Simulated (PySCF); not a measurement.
**Ionisation energy of C by level of theory**

C [He] 2s2 2p2 (3P) → C⁺ [He] 2s2 2p1 (2P), as a difference of total energies. Calculation: PySCF 2.14, in cc-pVTZ (4s3p2d1f, 30 functions); the non-relativistic Hamiltonian (point nucleus). Correlated levels: valence: 1s2 frozen. The calculations carry no spin-orbit coupling.

Problem. Order these methods by the ionisation energy they give, lowest first.
A. M06-L
B. UHF
C. CCSD (valence)
D. CCSD(T) (valence)

Solution. B (10.798 eV), C (11.142 eV), D (11.166 eV), A (11.351 eV).

Errors of the correlated levels include the incompleteness of this basis and the frozen core.

For comparison: 11.262 eV (measured; NIST levels, between the centres of gravity of the two terms).
